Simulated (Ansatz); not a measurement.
**C₄H₃S radical: a ladder of functionals and wavefunction methods**

One table from this session's results is given with a row withheld; the runs are named, their logs left out.

The runs use Ansatz 0.2.0, Gaussian basis; functionals in def2-TZVPP, the program's frozen cores in correlated methods.

Levels to be run: LDA (SPW92), PBE-D4, revPBE-D4, BLYP-D4, r2SCAN-D4, B97M-V, PBE0-D4, B3LYP-D4, r2SCANh-D4, r2SCAN0-D4, HSE06-D4, BHLYP-D4, CAM-B3LYP-D4, LC-ωPBE, ωB97X-V, ωB97M-V, B2PLYP, PBE-QIDH; CCSD(T)/def2-SVP; CCSD(T)/def2-TZVPP; MP2/def2-QZVPP; extrapolation to the limit; RPA on PBE.

## The relaxed structure

An earlier PBE0-D4 in a triple-zeta def2 set relaxation fixed the geometry.

SMILES `[c]1cccs1`, 8 atoms, charge 0, spin multiplicity 2.

Atoms are counted from 1 here; the program's logs count them from 0.

Bond lengths: C1–C2 1.350 Å, C1–S5 1.688 Å, C2–C3 1.428 Å, C2–H6 1.081 Å, C3–C4 1.363 Å, C3–H7 1.083 Å, C4–S5 1.720 Å, C4–H8 1.080 Å. Angles: C2–C1–S5 115.7°, C1–C2–C3 109.2°, C1–C2–H6 125.8°, C3–C2–H6 125.0°, C2–C3–C4 113.3°, C2–C3–H7 123.4°, C4–C3–H7 123.3°, C3–C4–S5 111.6°, C3–C4–H8 128.4°, S5–C4–H8 120.0°, C1–S5–C4 90.1°.

The first run:

in.yaml

```yaml
crystal:
  periodic: [false, false, false]
  atoms:
    - {symbol: C, position_ang: [-0.858457, 1.320165, 0.270304]}
    - {symbol: C, position_ang: [0.290400, 0.822955, 0.775793]}
    - {symbol: C, position_ang: [0.588078, -0.417864, 0.134811]}
    - {symbol: C, position_ang: [-0.335980, -0.778278, -0.799744]}
    - {symbol: S, position_ang: [-1.596933, 0.385109, -0.925562]}
    - {symbol: H, position_ang: [0.894469, 1.284909, 1.543798]}
    - {symbol: H, position_ang: [1.461258, -1.014134, 0.367432]}
    - {symbol: H, position_ang: [-0.350636, -1.659961, -1.422732]}
basis:
  gaussian: {orbitals: def2-TZVPP}
magnetization: {spin_polarized: true, initial_magnetization: 1}
hamiltonian: {xc: lda}
output: {orbitals: {seedname: orbitals}}
```

Among the steps run: LDA; PBE-D4 (GGA); revPBE-D4 (GGA); BLYP-D4 (GGA); r2SCAN-D4 (meta-GGA); B97M-V (meta-GGA); PBE0-D4 (hybrid); B3LYP-D4 (hybrid); r2SCANh-D4 (hybrid); r2SCAN0-D4 (hybrid); HSE06-D4 (hybrid); BHLYP-D4 (hybrid); CAM-B3LYP-D4 (range-separated); LC-ωPBE-D4 (range-separated; the results give it without D4); ωB97X-V (range-separated); ωB97M-V (range-separated); B2PLYP (double hybrid); PBE-QIDH (double hybrid).

One of the session's tables, all rows but one given; the rest of the session is left out.

It belongs to the step «Orbital energies across the functionals». 

```
  functional  HOMO (eV)  LUMO (eV)  gap (eV)
 LDA (SPW92)      -6.04      -4.83      1.22
      PBE-D4      -5.86      -4.26      1.61
   revPBE-D4      -5.79      -4.09      1.70
     BLYP-D4      -5.69      -4.30      1.38
   r2SCAN-D4      -6.03      -3.56      2.46
      B97M-V      -5.97      -3.99      1.99
     PBE0-D4          ?          ?         ?
    B3LYP-D4      -6.67      -3.49      3.18
  r2SCANh-D4      -6.42      -3.14      3.27
  r2SCAN0-D4      -7.00      -2.53      4.48
    HSE06-D4      -6.49      -3.38      3.10
    BHLYP-D4      -7.73      -1.90      5.83
CAM-B3LYP-D4      -8.16      -2.02      6.14
     LC-ωPBE      -9.52      -0.42      9.10
     ωB97X-V      -9.14      -1.06      8.08
     ωB97M-V      -9.01      -1.13      7.88
```

Estimate the missing values for PBE0-D4.

**Answer.** HOMO (eV): -6.88; LUMO (eV): -2.99; gap (eV): 3.89. In the column «HOMO (eV)» it lies between r2SCAN0-D4 (-7.00) and B3LYP-D4 (-6.67).
